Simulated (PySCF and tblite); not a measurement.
The numbers below are computed, except where a source is named.
5 constitutional isomers of C₄H₃FO:

| isomer | SMILES |
| --- | --- |
| A | [O:1]=[C:2]1[CH2:3][CH:4]=[C:5]1[F:6] |
| B | [O:1]=[C:2]=[CH:3]/[CH:4]=[CH:5]/[F:6] |
| C | [F:1][c:2]1[cH:3][cH:4][cH:5][o:6]1 |
| D | [O:1]=[C:2]1[CH:3]=[C:4]([F:5])[CH2:6]1 |
| E | [F:1][c:2]1[cH:3][cH:4][o:5][cH:6]1 |

Protocol: conformer search, at most 3 conformers an isomer, GFN2-xTB geometries, energies B3LYP/def2-TZVP (D3(BJ) added where defined), weights at 298.15 K with GFN2-xTB thermal terms. Programs: PySCF with density fitting and tblite.

Q: Rank the isomers by free energy at 298.15 K.

A: 
```csv
isomer,ΔG (kcal/mol),"ΔE, lowest conformer",conformers,largest weight %,rms dipole (D)
C,0.0,0.0,1,100,1.68
E,2.8,2.8,1,100,1.14
B,7.1,10.6,2,96,1.43
D,12.9,14.3,1,100,2.34
A,15.7,17.3,1,100,3.56
```
